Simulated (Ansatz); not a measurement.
Magnetic moment of antiferromagnetic bcc Cr: levels of theory against measurement

Reference value: 0.62 μB (measured, temperature not stated, site moment; the measured ground state is an incommensurate spin density wave; as tabulated in Houchins and Viswanathan (2017), arXiv:1706.00416).

Q: What do LDA, PBE, RPBE, rVV10, r²SCAN-D4, LC-ωPBE, Hartree–Fock give, and how far is each from the reference?

A: 
```json
[
 {"level (code)": "LDA (Ansatz)", "value (μB)": "0.49", "cell (Å³/atom)": "12.01", "difference (μB)": "-0.13"},
 {"level (code)": "PBE (Ansatz)", "value (μB)": "1.02", "cell (Å³/atom)": "11.77", "difference (μB)": "+0.40"},
 {"level (code)": "RPBE (Ansatz)", "value (μB)": "1.42", "cell (Å³/atom)": "12.26", "difference (μB)": "+0.80"},
 {"level (code)": "rVV10 (Ansatz)", "value (μB)": "0.76", "cell (Å³/atom)": "11.83", "difference (μB)": "+0.14"},
 {"level (code)": "r²SCAN-D4 (Ansatz)", "value (μB)": "2.46", "cell (Å³/atom)": "12.81", "difference (μB)": "+1.84"},
 {"level (code)": "LC-ωPBE (Ansatz)", "value (μB)": "3.06", "cell (Å³/atom)": "13.57", "difference (μB)": "+2.44"},
 {"level (code)": "Hartree–Fock (Ansatz)", "value (μB)": "3.56", "cell (Å³/atom)": "12.97", "difference (μB)": "+2.94"}
]
```

Once the reference is moved by up to 0.10 μB (a margin picked here for doubts on the reference and the settings, and for temperature and zero-point motion) and values within 0.02 μB count as equal, the nearest can be LDA (-0.13 μB) or rVV10 (+0.14 μB). Among them Hartree–Fock (+2.94 μB) misses by most.

Computed moments are spin moments: for ferromagnetic elements the cell's total per atom, else within a sphere about the site; measured ones can hold an orbital part. Other magnetic orders were not compared. Spin-polarised runs: LDA (opposed moments), PBE (opposed moments), RPBE (opposed moments), rVV10 (opposed moments), r²SCAN-D4 (opposed moments), LC-ωPBE (opposed moments), Hartree–Fock (opposed moments). LDA, PBE, RPBE, rVV10, r²SCAN-D4, LC-ωPBE, Hartree–Fock: the commensurate order stands in for chromium's spin-density wave, and the size of the moments varies much between levels. LC-ωPBE: the cell is over a tenth larger than the published one: the level's own overestimate first of all, though another phase or state, or a fault of the published cell, is possible. Hartree–Fock: exact exchange on metals is sensitive to the k mesh and can open a false gap. Hartree–Fock: the PAW data were made under another functional than the one run. Values are at the level's own equilibrium cell; LDA at the measured cell; Hartree–Fock at the r²SCAN cell. Cutoffs and k meshes differ between the levels. Ansatz's density-functional and Hartree–Fock values are scalar-relativistic unless marked +SOC, with PAW data made under PBE.

Differences are worked out from the printed values.

Ansatz is a program for electronic structure.
